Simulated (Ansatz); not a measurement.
## A rate constant, worked out

An elementary step of Si$_{2}$NH$_{7}$, closed shell (Si₂NH₇ ([NH2][SiH2][SiH3]) → Si₂H₄ ([SiH][SiH3]) + NH₃ (still joined by a long Si–N bond); Si–N, Si–H broken or loosened, N–H formed or tightened). The start structure is the reactant molecule, and the electronic barrier above it is 3.107 eV by CCSD(T) at an estimated basis limit (MP2 extrapolated from triple and quadruple zeta, plus CCSD(T) − MP2 in triple zeta). Computed with Ansatz 0.2.0 (basis: def2-TZVPP and def2-QZVPP); correlated methods freeze the cores. Extrapolation: Hartree–Fock as exp(−7.88 √X), correlation as X^−2.97. Harmonic wavenumbers at PBE0-D4/def2-TZVP (Ansatz 0.2.0), in cm⁻¹:

Start: 106, 132, 150, 334, 401, 424, 507, 558, 724, 826, 836, 892, 916, 920, 938, 943, 1584, 2197, 2205, 2206, 2213, 2217, 3595, 3687.

Saddle: 1586i, 83, 126, 235, 397, 428, 493, 553, 608, 654, 701, 857, 877, 927, 944, 1142, 1528, 1893, 2165, 2186, 2206, 2213, 3499, 3649.

(1) Work out the transition-state-theory rate constant at 800 K from these numbers alone (harmonic vibrations; rotation, path degeneracy and anharmonicity left out), and the Wigner tunnelling factor. Use 1 cm⁻¹ = 1.2398 × 10⁻⁴ eV and k_B = 8.617 × 10⁻⁵ eV/K.

The T1 diagnostic stays at or below 0.015. The restricted Hartree–Fock reference is unstable towards an unrestricted one at one or more of these structures.

Results:

(1) Zero-point energies, half the sums: start 29511/2 cm⁻¹ = 1.8294 eV; saddle, real modes only, 28364/2 cm⁻¹ = 1.7583 eV.
Barrier with zero-point energy: 3.107 + 1.7583 − 1.8294 = 3.0359 eV.
k_BT = 0.06894 eV, so the barrier is 44.04 k_BT.
Vibrational partition functions from the zero-point level, ln q = −Σ ln(1 − exp(−hν/k_BT)): start 9.848, saddle 9.237.
k = (k_BT/h) exp(ln q‡ − ln q) exp(−E0/k_BT), with log₁₀(k_BT/h in s⁻¹) = 13.22: log₁₀ k = 13.22 + (-0.611 − 44.04)/2.3026 = -6.17, so k ≈ 7 × 10^(-7) s⁻¹.
Wigner factor: 1 + (hν‡/k_BT)²/24 = 1 + (2.85)²/24 = 1.34. A change of 1 kcal/mol (0.043 eV) in the barrier would change k by a factor of 1.9 at this temperature.

Losses and insertions of silylenes and their heavier kin drive the gas-phase chemistry of silicon and germanium vapour deposition.

Labels in which every atom is bracketed show which atoms are joined, not bond orders.

For scale, one of the runs: CCSD(T)/def2-TZVPP, 213 basis functions, launched by `ansatz run in.yaml --threads 2 --pin off --events-out ev --progress --plain --max-ram 4352MiB`. Hardware: 2 CPU threads of an AMD EPYC 7R43, shared host. Wall time 46 s; peak host memory 2.8 GiB.
